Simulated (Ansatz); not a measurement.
# AlH3S (SMILES [AlH2][SH]): HF/def2-TZVP

Aim: the vertical singlet–triplet gap of AlH3S at HF/def2-TZVP, from 2 runs. 

The results are computed with Ansatz 0.2.0.

48 further runs of the same task are left out: 48 set aside as unsound or not needed.

## (1) The structure to begin with

AlH3S has 5 atoms, charge 0, and is taken as a singlet. SMILES: `[AlH2][SH]`. The shape is that of a PBE0-D4/def2-TZVP optimisation.

Bond lengths: Al1–S2 2.181 Å, Al1–H3 1.579 Å, Al1–H4 1.581 Å, S2–H5 1.344 Å. Angles: Al1–S2–H5 93.7°, S2–Al1–H3 116.5°, S2–Al1–H4 118.9°, H3–Al1–H4 124.6°.

## (2) A single-point energy at HF/def2-TZVP

Input file molecule.yaml:

```yaml
crystal:
  periodic: [false, false, false]
  atoms:
    - {symbol: Al, position_ang: [-0.616100, -0.064200, -0.181700]}
    - {symbol: S, position_ang: [1.129100, -0.343100, 1.096600]}
    - {symbol: H, position_ang: [-1.981700, -0.650100, 0.351100]}
    - {symbol: H, position_ang: [-0.441100, 0.696000, -1.556400]}
    - {symbol: H, position_ang: [1.959700, 0.287800, 0.249000]}
basis:
  gaussian:
    orbitals: def2-TZVP
total_charge: 0
hamiltonian:
  xc: hf
output: {orbitals: {seedname: orbitals}}
accuracy: high
```

Run with:

```bash
$ ansatz run molecule.yaml --threads 1 --pin off --max-ram 3480MiB --events-out events.jsonl --progress --plain --runs-dir runs
```

Standard output:

```text
Warning: RAYON_NUM_THREADS=1 ignored (pool sized by the plan → 1); use --threads N
Functional definition: HF
  name "HF"
  exchange = exact_x
  correlation = 0
1572 factors; integrals over basis functions are off by at most 3.5e-9 eV
mean field evaluation 1: about -17448.3171 eV, gradient 1.4e1 eV
mean field evaluation 2: about -17448.3229 eV, gradient 1.4e1 eV
mean field evaluation 4: about -17449.2320 eV, gradient 1.7e0 eV
mean field evaluation 8: about -17449.2489 eV, gradient 1.0e-1 eV
mean field evaluation 16: about -17449.2489 eV, gradient 1.5e-8 eV
mean field -17449.24894879 eV, -641.2480713425 hartree, gradient 1.5e-8 eV, S^2 0.000000; 0 other end points of the search recorded, 0 dependent functions left out
reference -17449.24894879 eV, -641.2480713425 hartree; 16, 16 occupied and 76, 76 virtual orbitals, 1572 factors
Total energy: -17449.24894879 eV, -641.2480713425 hartree
```

It took 2.2 s on 1 thread of Arm Neoverse V1, shared host; peak memory 0.19 GiB.

## (3) The triplet at the same level

Input file input.yaml:

```yaml
crystal:
  periodic: [false, false, false]
  atoms:
    - symbol: Al
      position_ang: [-0.616100, -0.064200, -0.181700]
    - symbol: S
      position_ang: [1.129100, -0.343100, 1.096600]
    - symbol: H
      position_ang: [-1.981700, -0.650100, 0.351100]
    - symbol: H
      position_ang: [-0.441100, 0.696000, -1.556400]
    - symbol: H
      position_ang: [1.959700, 0.287800, 0.249000]
basis:
  gaussian:
    orbitals: def2-TZVP
magnetization:
  spin_polarized: true
  initial_magnetization: 2
hamiltonian:
  xc: hf
accuracy: high
output: {orbitals: {seedname: orbitals}}
```

Run with:

```bash
$ ansatz run input.yaml --threads 1 --pin off --max-ram 3480MiB --events-out events.jsonl --progress --plain --runs-dir runs
```

Standard output:

```text
Warning: RAYON_NUM_THREADS=1 ignored (pool sized by the plan → 1); use --threads N
[... 4 set-up lines as earlier in the session ...]
1572 factors; integrals over basis functions are off by at most 3.5e-9 eV
mean field evaluation 1: about -17443.0754 eV, gradient 1.2e1 eV
mean field evaluation 2: about -17443.0864 eV, gradient 1.2e1 eV
mean field evaluation 4: about -17444.6575 eV, gradient 1.6e0 eV
mean field evaluation 8: about -17444.6956 eV, gradient 3.7e-3 eV
mean field evaluation 16: about -17444.0394 eV, gradient 3.7e0 eV
mean field evaluation 32: about -17442.1834 eV, gradient 6.4e0 eV
mean field evaluation 64: about -17442.4944 eV, gradient 6.9e0 eV
mean field evaluation 96: about -17443.3196 eV, gradient 1.2e0 eV
mean field evaluation 128: about -17443.5921 eV, gradient 1.0e-2 eV
mean field -17444.69562584 eV, -641.0807398102 hartree, gradient 1.8e-8 eV, S^2 2.037049; 1 other end points of the search recorded, 0 dependent functions left out
reference -17444.69562584 eV, -641.0807398102 hartree; 17, 15 occupied and 75, 77 virtual orbitals, 1572 factors
Total energy: -17444.69562584 eV, -641.0807398102 hartree
```

Run time: 8.1 s. Hardware: 1 thread of Arm Neoverse V1, shared host; peak memory 0.24 GiB.

## (4) Outcome

At HF/def2-TZVP:

| quantity | value |
| --- | --- |
| singlet: total energy | -641.24807 Eh |
| singlet: HOMO energy | -10.53 eV |
| singlet: LUMO energy | 1.27 eV |
| singlet: HOMO–LUMO gap | 11.79 eV |
| triplet: total energy | -641.08074 Eh |
| triplet: HOMO energy (highest over α and β) | -4.99 eV |
| triplet: LUMO energy (lowest over α and β) | -2.20 eV |
| triplet: ⟨S²⟩ | 2.037 |
| vertical energy of the triplet above the singlet | 4.553 eV |

In words: At this shape the triplet lies 4.55 eV (439 kJ/mol) above the singlet.
